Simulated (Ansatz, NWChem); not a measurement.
How basis sets differ on CH4 (methane)

CH4 has 5 atoms, charge 0, and is taken as a singlet. As SMILES, `C`. The coordinates come from a PBE0-D4/def2-TZVP relaxation.

```xyz
5

C     0.0000    0.0000    0.0000
H     0.1590   -0.2432    1.0502
H    -1.0067    0.3952   -0.1329
H     0.1197   -0.8995   -0.6033
H     0.7281    0.7474   -0.3139
```

Quantity: the atomisation enthalpy at 298 K, in kJ/mol. The values are calculated. The thermal term (zero-point and 298 K enthalpy, harmonic and unscaled) is that of PBE0-D4/def2-TZVP; the spin-orbit lowering of the free atoms at 298 K, 0.0 kJ/mol by their spectra, is taken off.

Measured value to compare with: Active Thermochemical Tables gives the atomisation enthalpy at 298 K of the gas as 1663 kJ/mol.

```
                             level           kind  program  value (kJ/mol)  computed − measured  CPU time (all runs)
                       B3LYP/3-21G  global hybrid   Ansatz            1662                   -1               0.79 s
                       B3LYP/6-31G  global hybrid   Ansatz            1652                  -11               0.82 s
B3LYP/6-31G* (spherical functions)  global hybrid   NWChem            1667                   +4                7.3 s
B3LYP/6-31G* (Cartesian functions)  global hybrid   NWChem            1665                   +2                6.8 s
                  B3LYP/def2-TZVPP  global hybrid   Ansatz            1665                   +2                4.7 s
```

Nearest: B3LYP/3-21G (-1 kJ/mol), B3LYP/6-31G* (Cartesian functions) (+2 kJ/mol), B3LYP/def2-TZVPP (+2 kJ/mol); farthest: B3LYP/6-31G (-11 kJ/mol). Without the sets that lack polarisation functions the rows with a basis span only 1665 to 1667 kJ/mol. CPU times are rough (shared hosts, several kinds of processor and program).
